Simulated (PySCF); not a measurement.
A GIAO shielding run with PySCF 2.14 (density fitting, non-relativistic, gas phase) on thiane (C1CCSCC1, C$_{5}$H$_{10}$S):

```
{"job": {"kind": "nmr", "xc": "PBE0", "basis": "pcSseg-1"}, "charge": 0, "multiplicity": 1}
C     -0.042693    -1.184913     0.179324
C     -1.326818    -0.411422    -0.114551
C     -1.255338     1.018493     0.394692
S      0.041724     1.958349    -0.468769
C      1.424808     0.857011    -0.036742
C      1.166046    -0.561522    -0.516398
H      0.130448    -1.205345     1.259054
H     -0.159316    -2.216168    -0.159841
H     -2.172902    -0.913330     0.362118
H     -1.504822    -0.397020    -1.192297
H     -2.184551     1.553081     0.204175
H     -1.035710     1.050160     1.463542
H      1.554610     0.893235     1.046615
H      2.304052     1.283323    -0.517301
H      0.998512    -0.547575    -1.595835
H      2.054349    -1.167413    -0.319197
```

Hardware: 1 thread of an Arm Neoverse V1, shared host. The job also computes population analyses, field gradients, ring-centre shieldings.

Q: How large is the calculation?

A: 56 electrons, 159 basis functions and 844 auxiliary functions.

Q: How long does it take?

A: 27 s of wall time, with 12 SCF cycles and 4 response iterations. Times on a shared host scatter by some tens of per cent.
